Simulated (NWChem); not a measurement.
System: methanol (CH₄O); SMILES CO

The following NWChem deck was run.

```
start job
memory heap 200 mb stack 900 mb global 1100 mb
geometry units angstroms noautoz
  C     -0.008379    -0.639520     0.000000
  O     -0.090741     0.755379     0.000000
  H      0.500926    -1.049112    -0.894875
  H     -1.034765    -1.035935     0.000000
  H      0.500926    -1.049112     0.894875
  H      0.803609     1.108715     0.000000
end
basis spherical
  * library def2-tzvpd
end
dft
  xc xpbe96 cpbe96
  iterations 150
  mulliken
end
task dft energy
```

All runs use the structure optimised with PBE0/def2-SVP.

**Question.** Give the results of this calculation. (PBE/def2-TZVPD.) Quantities: energy (Ha); highest occupied level (eV); orbital gap (eV); dipole (D).

**Answer.** 
```
Quantity                       Value
---------------------------  -------
energy (Ha)                  -115.63
highest occupied level (eV)    -6.31
orbital gap (eV)                5.87
dipole (D)                      1.53
```
